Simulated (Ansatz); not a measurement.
# C2H4N2O: basis-set convergence

Aim: see how fast density functionals converge with the basis set for C2H4N2O.

Method: one geometry, several basis sets; program: Ansatz 0.2.0, Gaussian basis.

The runs, in order: PBE0-D4/def2-SVP; ωB97M-V/def2-SVP; PBE0-D4/def2-QZVPP; ωB97M-V/def2-QZVPP; the functionals' def2-TZVPP values are taken from earlier runs.

### Step 1. The relaxed structure

The geometry comes from an earlier relaxation with PBE0-D4 in a triple-zeta def2 set; it is a stationary point, not always the lowest conformer.

SMILES `N#COCN`, 9 atoms, charge 0, spin multiplicity 1.

Atoms are counted from 1 here; the program's logs count them from 0.

Bond lengths: N1–C2 1.156 Å, C2–O3 1.278 Å, O3–C4 1.510 Å, C4–N5 1.384 Å, C4–H6 1.090 Å, C4–H7 1.090 Å, N5–H8 1.009 Å, N5–H9 1.009 Å. Angles: N1–C2–O3 179.7°, C2–O3–C4 114.2°, O3–C4–N5 111.0°, O3–C4–H6 105.5°, O3–C4–H7 105.5°, N5–C4–H6 111.8°, N5–C4–H7 111.8°, H6–C4–H7 110.8°, C4–N5–H8 114.6°, C4–N5–H9 114.6°, H8–N5–H9 111.4°.

### Step 2. PBE0-D4 in def2-SVP

The input, in.yaml:

```yaml
crystal:
  periodic: [false, false, false]
  atoms:
    - {symbol: N, position_ang: [-2.519911, -0.886124, 1.436677]}
    - {symbol: C, position_ang: [-1.764267, -0.288344, 0.797293]}
    - {symbol: O, position_ang: [-0.933966, 0.376586, 0.089669]}
    - {symbol: C, position_ang: [0.438953, -0.245118, -0.001970]}
    - {symbol: N, position_ang: [1.282085, 0.527155, -0.781311]}
    - {symbol: H, position_ang: [0.281947, -1.234324, -0.431942]}
    - {symbol: H, position_ang: [0.792985, -0.320776, 1.026130]}
    - {symbol: H, position_ang: [1.492471, 1.436457, -0.399039]}
    - {symbol: H, position_ang: [1.018104, 0.588188, -1.752808]}
basis:
  gaussian: {orbitals: def2-SVP}
hamiltonian: {xc: pbe0, dispersion: d4}
output: {orbitals: {seedname: orbitals}}
```

The run is started by

```
ansatz run in.yaml --threads 2 --pin off --events-out ev --progress --plain --max-ram 4352MiB
```

Further steps of the session: ωB97M-V in def2-SVP; PBE0-D4 in def2-QZVPP; ωB97M-V in def2-QZVPP.

**Question.** What will the summary of the whole plan be? Wanted: PBE0-D4: double and triple zeta above quadruple; ωB97M-V: double and triple zeta above quadruple.

**Answer**, as computed:

| quantity | value |
| --- | --- |
| PBE0-D4: double and triple zeta above quadruple | 8.71, 0.39 eV |
| ωB97M-V: double and triple zeta above quadruple | 8.97, 0.37 eV |

**Reading.** PBE0-D4 gains 8.32 eV from double to triple zeta, then 0.39 eV more. Total energies overstate the basis error of differences, where much of it tends to cancel. The LUMO of ωB97M-V is positive and keeps falling with the basis (2.94 to 1.33 eV): an unbound level that the basis holds in place.
